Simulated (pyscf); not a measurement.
## Hydrogen abstraction: H₂ (SMILES [H][H]) + C₆H₅ (SMILES [c]1ccccc1) [doublet] → C₆H₆ (SMILES c1ccccc1) + H• (SMILES [H])

Gas phase, doublet surface, charge 0. Bonds broken: H1–H2. Bonds formed: H1–C3. Optimised with ωB97X-D3(BJ)/def2-SVP in PySCF.

Transition state (Å):

```xyz
13

H     -0.2813    -1.9448     0.7789
H     -0.1901    -2.7841     0.9195
C     -0.4351    -0.4369     0.5286
C     -1.7132     0.0639     0.3561
C     -1.8405     1.4407     0.1297
C     -0.7035     2.2529     0.0850
C      0.5693     1.7035     0.2648
C      0.7165     0.3289     0.4923
H     -2.5929    -0.5854     0.3942
H     -2.8329     1.8795    -0.0121
H     -0.8107     3.3267    -0.0920
H      1.4537     2.3469     0.2281
H      1.7054    -0.1168     0.6351
```

One imaginary mode, 797i cm⁻¹; descent along it reached the two sides named.

```tsv
bond	change	reactant side (Å)	saddle	product side
H1–H2	breaks	0.762	0.856	3.2
H1–C3	forms	2.7	1.536	1.093
```

Electronic energies relative to the separated reactants (kJ/mol):

| level | barrier | reaction energy | reverse barrier |
|---|---|---|---|
| ωB97X-D3(BJ)/def2-TZVP | 20.3 | -48.2 | 68.5 |
| PBE/def2-TZVP | 6.6 | -41.2 | 47.8 |
| r²SCAN/def2-TZVP | 16.4 | -25.4 | 41.9 |
| B3LYP-D3(BJ)/def2-TZVP | 14.6 | -32.8 | 47.4 |
| PBE0-D3(BJ)/def2-TZVP | 12.4 | -47.9 | 60.3 |
| M06-2X/def2-TZVP | 32.9 | -41.1 | 74.0 |
| ωB97M-D3(BJ)/def2-TZVP | 21.6 | -48.9 | 70.5 |
| HF/def2-TZVP | 66.7 | -21.2 | 88.0 |

With ωB97M-D3(BJ)/def2-TZVP energies and thermal terms (ideal gas, 1 atm, RRHO with modes under 100 cm⁻¹ raised to 100, one conformer, R ln 2 for rigid chiral ones), in kJ/mol:

```tsv
T (K)	ΔH‡	ΔG‡	ΔH	ΔG
298	17.9	50.6	-42.9	-32.2
600	16.4	84.5	-43.9	-20.8
900	16.8	118.5	-43.2	-9.3
1200	18.2	152.2	-41.5	+1.7
```

One saddle was located; it need not be the lowest between these sides. The angle at the transferred H is 180°.
